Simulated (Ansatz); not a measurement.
Ansatz (a quantum-chemistry and plane-wave program) input (B3LYP/def2-TZVPD):

Ansatz 0.2 input:
```yaml
crystal:
  periodic: [false, false, false]
  atoms:
    - {symbol: C, position_ang: [0.08837911, 0.08579245, 0.08813120]}
    - {symbol: H, position_ang: [-0.59583251, -0.58847006, 0.64981294]}
    - {symbol: H, position_ang: [0.64811021, -0.59179503, -0.59439216]}
    - {symbol: H, position_ang: [-0.58255235, 0.66551036, -0.58420799]}
basis:
  gaussian:
    orbitals: def2-TZVPD
hamiltonian:
  xc: {name: B3LYP}
total_charge: -1
output: {forces: true}
```

Output:

```
Functional definition: B3LYP
integrals: 0.01 GiB planned
327 factors; their error is unknown
mean field: 0.10 GiB planned
mean field evaluation 1: about -1083.6919 eV, gradient 1.7e1 eV
mean field evaluation 2: about -1081.8394 eV, gradient 3.0e1 eV
mean field evaluation 4: about -1084.5116 eV, gradient 9.0e-2 eV
mean field evaluation 8: about -1084.5038 eV, gradient 2.9e-3 eV
mean field -1084.50375907 eV, -39.8547780427 hartree, gradient 5.2e-5 eV, S^2 0.000000; 0 other end points of the search recorded, 0 dependent functions left out
the calculation of the forces begins
reference -1084.50395770 eV, -39.8547853423 hartree; 5, 5 occupied and 59, 59 virtual orbitals, 327 factors
Total energy: -1084.50395770 eV, -39.8547853423 hartree
Atom 0 at     0.088379     0.085792     0.088131 Å, force    -0.074273    -0.072088    -0.074053 eV/Å
Atom 1 at    -0.595833    -0.588470     0.649813 Å, force     0.043827     0.042999    -0.012905 eV/Å
Atom 2 at     0.648110    -0.591795    -0.594392 Å, force    -0.012776     0.043150     0.043710 eV/Å
Atom 3 at    -0.582552     0.665510    -0.584208 Å, force     0.043223    -0.014061     0.043248 eV/Å
Dipole moment:    -0.217221    -0.210863    -0.216611 e Å
```

Whether it binds its extra electron was not tested at this geometry.
